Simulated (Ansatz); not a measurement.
For 3C-SiC, LDA (Ansatz, a program for electronic structure, PAW) gives:

| Property | Value |
|---|---|
| equilibrium lattice constant a | 4.329 Å |
| enthalpy of formation | -0.285 eV/atom |

### Question
What does r²SCAN+rVV10 in Ansatz (plane waves, PAW) give for the same quantities?

### Answer

- lattice constant a: 4.352 Å (goes up by 0.5 %)
- formation enthalpy: -0.324 eV/atom (moves by -0.039 eV/atom)

For comparison: lattice constant a 4.346 Å (measured, static lattice: zero-point anharmonic expansion removed, sources range from 4.341 to 4.348; as tabulated in Mejia-Rodriguez and Trickey (2018), arXiv:1807.09216); formation enthalpy -0.358 eV/atom (measured, 0 K, zero-point vibrations removed by harmonic ab initio phonons, 0 K static; as tabulated in Harl and Kresse (2009), doi:10.1103/physrevlett.103.056401).

Changes are worked out from the printed values.

Unless a cell is named, each level is at its own relaxed cell (LDA 10.14, r²SCAN+rVV10 10.31 Å³/atom).

Ansatz's density-functional and Hartree–Fock values are scalar-relativistic unless marked +SOC, with PAW data made under PBE.
